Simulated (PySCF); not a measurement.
## Which determinant of OF lies lowest?

Unrestricted PBE0; PySCF, no relativity, basis sets O def2-SVP, F def2-SVP. Outer shells of the fragments: O 2s2 2p4; F 2s2 2p5.

Followed along the bond (rough minima from three points):

```csv
2Ms+1,unpaired,⟨S²⟩ at the start,R at minimum (Å),Te (eV)
2,π ↑,0.75,1.33,0.00
4,"σ ↑, π ↑↑",3.76,none in the scan,≤ 3.09
```

Solutions found at the starting distance of 1.215 Å, counted from the lowest of them; the search is not exhaustive and high or unbound solutions are not listed, so other states can lie among these:

```tsv
2Ms+1	unpaired	term	E (eV)	⟨S²⟩	⟨Lz²⟩	μ (D)
2	π ↑	²Π	0.00	0.75	1.00	0.40
4	σ ↑, π ↑↑	⁴Σ⁻	7.03	3.76	0.00	0.03
```

A term symbol is given only where ⟨S²⟩ and ⟨Lz²⟩ are close to those of a pure state; real π, δ and φ orbitals otherwise mix terms. A positive dipole means O(−)F(+).

Counting both spins, an empty level lies below a filled one in some of these solutions, because spin and occupation are held.
